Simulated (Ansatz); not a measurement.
**Si2NH7: ionisation energy by level of theory**

Aim: the vertical ionisation energy of Si2NH7, as cation minus neutral at the neutral's geometry, on several levels, and how well −ε(HOMO) stands in for it.

Computed with Ansatz 0.2.0, Gaussian basis. Level: unrestricted cation, the program's frozen cores in correlated methods.

Levels to be run: UKS PBE-D4/def2-TZVPP; UKS r2SCAN-D4/def2-TZVPP; UKS PBE0-D4/def2-TZVPP; UKS B3LYP-D4/def2-TZVPP; UKS wB97X-V/def2-TZVPP; UKS wB97M-V/def2-TZVPP; UKS B2PLYP/def2-TZVPP; UHF-CCSD(T)/def2-TZVPP; UHF-CCSD(T)/def2-QZVPP; extrapolation to the limit; then −ε(HOMO) from the neutral's earlier runs with LDA (SPW92), PBE-D4, revPBE-D4, BLYP-D4, r2SCAN-D4, B97M-V, PBE0-D4, B3LYP-D4, r2SCANh-D4, r2SCAN0-D4, HSE06-D4, BHLYP-D4, CAM-B3LYP-D4, LC-ωPBE, ωB97X-V, ωB97M-V.

### 1 The relaxed structure

The geometry comes from an earlier relaxation with PBE0-D4 in a triple-zeta def2 set; it is a stationary point, not always the lowest conformer.

SMILES `[SiH3]N[SiH3]`, 10 atoms, charge 0, spin multiplicity 1.

Atoms are counted from 1 here; the program's logs count them from 0.

Bond lengths: Si1–N2 1.726 Å, Si1–H4 1.484 Å, Si1–H5 1.490 Å, Si1–H6 1.488 Å, N2–Si3 1.726 Å, N2–H7 1.011 Å, Si3–H8 1.484 Å, Si3–H9 1.488 Å, Si3–H10 1.490 Å. Angles: N2–Si1–H4 107.4°, N2–Si1–H5 112.6°, N2–Si1–H6 110.9°, H4–Si1–H5 109.0°, H4–Si1–H6 109.9°, H5–Si1–H6 107.1°, Si1–N2–Si3 128.9°, Si1–N2–H7 115.5°, Si3–N2–H7 115.5°, N2–Si3–H8 107.4°, N2–Si3–H9 110.9°, N2–Si3–H10 112.6°, H8–Si3–H9 109.8°, H8–Si3–H10 109.0°, H9–Si3–H10 107.1°.

### 2 Cation, UKS PBE-D4/def2-TZVPP

File in.yaml:

```yaml
crystal:
  periodic: [false, false, false]
  atoms:
    - {symbol: Si, position_ang: [-1.042933, 0.758335, -0.879905]}
    - {symbol: N, position_ang: [0.119926, 0.500358, 0.368697]}
    - {symbol: Si, position_ang: [0.995707, -0.935337, 0.755455]}
    - {symbol: H, position_ang: [-1.373472, -0.567233, -1.458491]}
    - {symbol: H, position_ang: [-0.532341, 1.645221, -1.962529]}
    - {symbol: H, position_ang: [-2.274268, 1.393860, -0.336423]}
    - {symbol: H, position_ang: [0.361940, 1.317233, 0.912960]}
    - {symbol: H, position_ang: [0.403262, -2.042342, -0.034927]}
    - {symbol: H, position_ang: [0.897482, -1.242858, 2.208464]}
    - {symbol: H, position_ang: [2.444697, -0.827237, 0.426709]}
basis:
  gaussian: {orbitals: def2-TZVPP}
total_charge: 1
magnetization: {spin_polarized: true, initial_magnetization: 1}
hamiltonian: {xc: pbe, dispersion: d4}
```

Launch:

```sh
$ ansatz run in.yaml --threads 2 --pin off --events-out ev --progress --plain --max-ram 32768MiB --backend cpu
```

After this run come: Cation, UKS r2SCAN-D4/def2-TZVPP; Cation, UKS PBE0-D4/def2-TZVPP; Cation, UKS B3LYP-D4/def2-TZVPP; Cation, UKS wB97X-V/def2-TZVPP; Cation, UKS wB97M-V/def2-TZVPP; Cation, UKS B2PLYP (frozen core)/def2-TZVPP; Cation, UHF-CCSD(T)/def2-TZVPP; Cation, UHF-CCSD(T)/def2-QZVPP.

Q: Predict the results of all the runs planned. Wanted: ionisation energy, CCSD(T)/CBS; nearest functional by difference; nearest −ε(HOMO); −ε(HOMO) of PBE; T1 of the cation.

As calculated:

| quantity | value |
| --- | --- |
| ionisation energy, CCSD(T)/CBS | 9.94 eV |
| nearest functional by difference | ωB97X-V (-0.17 eV) |
| nearest −ε(HOMO) | ωB97X-V (-0.02 eV) |
| −ε(HOMO) of PBE | 6.19 eV |
| T1 of the cation | 0.033 |

Energy differences with functionals land within 0.68 eV of the reference. The PBE orbital energy is 3.7 eV too small: a semilocal HOMO is no ionisation energy. Among orbital estimates ωB97X-V comes nearest. Hartree-Fock falls 1.25 eV short, as the neutral has more correlation energy than the cation. The cation's T1 (from the report) is 0.033, near the customary mark of 0.045 for open shells, so the coupled-cluster value is less safe.
